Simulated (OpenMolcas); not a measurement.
# One shape, several levels: singlet CH4FSi−

Wanted: a comparison of 6 runs (B3LYP/6-31G*, BLYP/aug-cc-pVDZ, PBE/aug-cc-pVDZ, r2SCAN/aug-cc-pVDZ, revPBE/aug-cc-pVDZ, MP2/aug-cc-pVDZ) of singlet CH4FSi−. 

The calculation is run with OpenMolcas 26.06.

1 further run of the same task is left out (set aside as unsound or not needed).

## Step 1: The molecule

The species is CH4FSi− (7 atoms), meant as a singlet with charge -1. As SMILES of the parent species, `C[SiH]F`. The coordinates come from a PBE0-D4/def2-TZVP relaxation. That shape belongs to the parent species and isn't relaxed for this state.

Bond lengths: C1–Si2 1.864 Å, Si2–F3 1.609 Å, C1–H4 1.091 Å, C1–H5 1.093 Å, C1–H6 1.094 Å, Si2–H7 1.494 Å. Angles: C1–Si2–F3 108.7°, C1–Si2–H7 111.7°, F3–Si2–H7 106.7°, Si2–C1–H4 111.5°, Si2–C1–H5 109.9°, Si2–C1–H6 110.0°, H4–C1–H5 108.4°, H4–C1–H6 108.5°, H5–C1–H6 108.5°.

## Step 2: The energy at B3LYP/6-31G(d) (Cartesian functions) (run 1)

Input file run.input:

```
&GATEWAY
 BasLib
 $CurrDir
 Coord
 7
 angstrom
 C       -0.653500       0.389500      -0.298000
 Si       0.917400      -0.594100      -0.104100
 F        0.640700      -1.812800       0.909600
 H       -1.444900      -0.207800      -0.754100
 H       -0.470200       1.260900      -0.931700
 H       -1.000700       0.738300       0.679600
 H        2.011300       0.226000       0.498700
 Basis
 6-31Gs
 Group
 NoSym

&SEWARD
 GridInput
 Grid=UltraFine
 End of Grid

&SCF
 Charge
 -1
 KSDFT
 B3LYP
 Thresholds
 1e-10 1e-07 1e-07 1e-05
 PrOrbitals
 1 1
```

The basis set 6-31G* is read from a file made from the Basis Set Exchange's data (not shown).

Started as:

```sh
export MOLCAS_MEM=1860
pymolcas run.input > run.log
```

Log:

```text
--- Start Module: gateway ---
[...]
--- Stop Module: gateway /rc=_RC_ALL_IS_WELL_ ---
--- Start Module: seward ---
[...]
      Basis functions           57
--- Stop Module: seward /rc=_RC_ALL_IS_WELL_ ---
[...]
--- Start Module: scf ---
[...]
       Convergence after  17 Iterations
[...]
::    Total KS-DFT energy                            -429.8560944284
[...]
      Total spin, S                                     0.0000000000
[...]
      Total electronic charge=   34.000000
      Total            charge=   -1.000000
[...]
      Dipole Moment (debye):
      Origin of the operator (angstrom)=    0.4616   -0.7040    0.1632
                   X= -2.6642E+00               Y=  9.6367E-01               Z=  2.3339E+00           Total=  3.6706E+00
      Center of Charge (angstrom)
[...]
--- Stop Module: scf /rc=_RC_ALL_IS_WELL_ ---
[...]
```

Wall time 20 s (1 thread of Intel Xeon Platinum 8259CL at 2.50GHz (Skylake/Cascade Lake), shared host); peak memory 0.39 GiB.

## Step 3: A single-point energy at BLYP/aug-cc-pVDZ (run 2)

Input file struct.xyz:

```xyz
7

C     -0.653500     0.389500    -0.298000
Si     0.917400    -0.594100    -0.104100
F      0.640700    -1.812800     0.909600
H     -1.444900    -0.207800    -0.754100
H     -0.470200     1.260900    -0.931700
H     -1.000700     0.738300     0.679600
H      2.011300     0.226000     0.498700
```

Input file run.input:

```
>>> EXPORT MOLCAS_PRINT=2
&GATEWAY
BASLIB = $CurrDir
COORD = struct.xyz
BASIS = aug-cc-pVDZ
GROUP = NoSym
&SEWARD
GRIDINPUT
Grid=UltraFine
End of Grid
&SCF
CHARGE = -1
KSDFT = BLYP
THRESHOLDS = 1e-10 1e-07 1e-07 1e-05
PRORBITALS = 1 1
```

The basis set aug-cc-pVDZ is read from a file made from the Basis Set Exchange's data (not shown).

Started as:

```sh
export MOLCAS_MEM=1860
pymolcas run.input > run.log
```

Log:

```text
--- Start Module: gateway ---
[...]
--- Stop Module: gateway /rc=_RC_ALL_IS_WELL_ ---
--- Start Module: seward ---
[...]
      Basis functions          109
--- Stop Module: seward /rc=_RC_ALL_IS_WELL_ ---
[...]
--- Start Module: scf ---
[...]
       Convergence after  24 Iterations
[...]
::    Total KS-DFT energy                            -429.8501468938
[...]
      Total spin, S                                     0.0000000000
[...]
      Total electronic charge=   34.000000
      Total            charge=   -1.000000
[...]
      Dipole Moment (debye):
      Origin of the operator (angstrom)=    0.4616   -0.7040    0.1632
                   X= -1.7727E+00               Y=  6.0744E-01               Z=  3.1057E+00           Total=  3.6272E+00
      Center of Charge (angstrom)
[...]
--- Stop Module: scf /rc=_RC_ALL_IS_WELL_ ---
[...]
```

It took 88 s on 1 thread of Intel Xeon Platinum 8259CL at 2.50GHz (Skylake/Cascade Lake), shared host; peak memory 0.64 GiB.

Runs 3 to 5 aren't shown in full; the table further down has their settings and results.

## Step 4: A single-point energy at MP2/aug-cc-pVDZ (run 6)

Input file input.xyz:

```xyz
7

C     -0.653500     0.389500    -0.298000
Si     0.917400    -0.594100    -0.104100
F      0.640700    -1.812800     0.909600
H     -1.444900    -0.207800    -0.754100
H     -0.470200     1.260900    -0.931700
H     -1.000700     0.738300     0.679600
H      2.011300     0.226000     0.498700
```

Input file job.input:

```
&GATEWAY
 BASLIB
 $CurrDir
 COORD
 input.xyz
 BASIS
 aug-cc-pVDZ
 GROUP
 NoSym

&SEWARD

&SCF
 CHARGE
 -1
 THRESHOLDS
 1e-10 1e-07 1e-07 1e-05
 PRORBITALS
 1 2

&MBPT2
 FROZEN
 7
```

The basis set aug-cc-pVDZ is read from a file made from the Basis Set Exchange's data (not shown).

Started as:

```sh
export MOLCAS_MEM=1860
pymolcas job.input > job.log
```

Log:

```text
--- Start Module: gateway ---
[...]
--- Stop Module: gateway /rc=_RC_ALL_IS_WELL_ ---
[...]
      Basis functions          109
[...]
--- Start Module: scf ---
[...]
       Convergence after  17 Iterations
[...]
::    Total SCF energy                               -428.5896753759
[...]
      Total spin, S                                     0.0000000000
[...]
      Total electronic charge=   34.000000
      Total            charge=   -1.000000
[...]
      Dipole Moment (debye):
      Origin of the operator (angstrom)=    0.4616   -0.7040    0.1632
                   X= -3.0863E+00               Y=  1.4530E+00               Z=  3.4503E+00           Total=  4.8519E+00
      Center of Charge (angstrom)
[...]
--- Stop Module: scf /rc=_RC_ALL_IS_WELL_ ---
[...]
--- Start Module: mbpt2 ---
[...]
WARNING!
Default frozen orbitals as non valence orbitals is overwritten by user input.
Default values:   4
[...]
       Reference weight ( Cref**2 )         =        0.86188
::    Total MBPT2 energy                             -429.0649924680
[...]
      Total MBPT2 calculations                           0.73      0.81
--- Stop Module: mbpt2 /rc=_RC_ALL_IS_WELL_ ---
[...]
```

Run time: 25 s. Hardware: 1 thread of Intel Xeon Platinum 8259CL at 2.50GHz (Skylake/Cascade Lake), shared host; peak memory 0.64 GiB.

## Step 5: All runs side by side

```csv
run,level,Cartesian functions,integration grid,energy (Eh),HOMO energy (eV),LUMO energy (eV),HOMO–LUMO gap (eV),wall time
1,B3LYP/6-31G* (Cartesian functions),yes,UltraFine,-429.856094,2.54,6.94,4.40,20 s
2,BLYP/aug-cc-pVDZ,no,UltraFine,-429.850147,1.75,2.58,0.82,88 s
3,PBE/aug-cc-pVDZ,no,UltraFine,-429.585951,1.70,2.54,0.84,81 s
4,r2SCAN/aug-cc-pVDZ,no,UltraFine,-429.794477,1.73,2.94,1.21,2 min
5,revPBE/aug-cc-pVDZ,no,UltraFine,-429.783402,1.74,2.54,0.80,84 s
6,MP2/aug-cc-pVDZ,no,–,-429.064992,-0.65,3.91,4.56,25 s
```

## Step 6: Summary of results

| quantity | value |
| --- | --- |
| run 6: total energy | -429.06499 Eh |
| run 6: HOMO energy (Hartree–Fock orbitals) | -0.65 eV |
| run 6: LUMO energy (Hartree–Fock orbitals) | 3.91 eV |
| run 6: HOMO–LUMO gap (to an unbound level, set by the basis) | 4.56 eV |
| run 6: correlation energy (7 core orbitals frozen) | -475.3 mEh |

In words: Over runs 1, 2, 3, 4, 5 the HOMO–LUMO gap runs from 0.80 eV (revPBE/aug-cc-pVDZ) to 4.40 eV (B3LYP/6-31G*). The two ends differ in method and basis. The empty levels of an anion lie above zero and hang on the basis. Totals of different functionals can't be ranked against each other. In runs 1, 2, 3, 4, 5 the HOMO lies above zero, so the outermost electron may be held by the basis alone. All runs together took 7 min, the longest 2 min.
